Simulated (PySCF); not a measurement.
Computed with PySCF 2.14.0, delta-SCF UKS SCAN, pcX-2 on the ionised atom, pcseg-1 elsewhere, spin-free X2C. Geometries: GFN2-xTB; isolated species, one conformer each. Values against the vacuum level.

Question: Rank by computed C 1s binding energy, lowest first.
A. C4 in `[CH3:1][CH2:2][CH2:3][C:4](=[O:5])[OH:6]`
B. Carbon in `C1COCCO1`
C. C1 in `[CH3:1][CH2:2][S-:3]`
D. C1 in `[CH3:1][CH:2]([CH3:3])[O:4][CH:5]=[O:6]`

Answer: C (285.76 eV), D (290.83 eV), B (292.10 eV), A (294.86 eV).

From the lowest up, the atoms are bonded to: C and 3 H in a species of charge -1 (285.76); C and 3 H (290.83); O, C and 2 H (292.10); O (double bond), O and C (294.86).

Question: Order these sites by rising O 1s binding energy.
A. Oxygen in `C1COCCO1`
B. O5 in `[CH3:1][CH2:2][CH2:3][C:4](=[O:5])[OH:6]`
C. Oxygen in `O=S=O`

Answer: B (537.89 eV), A (538.37 eV), C (539.60 eV).

The highest is bonded to S (double bond), the lowest to C (double bond); the range is 1.71 eV.

The basis sets have no added diffuse functions, a weakness for anions.
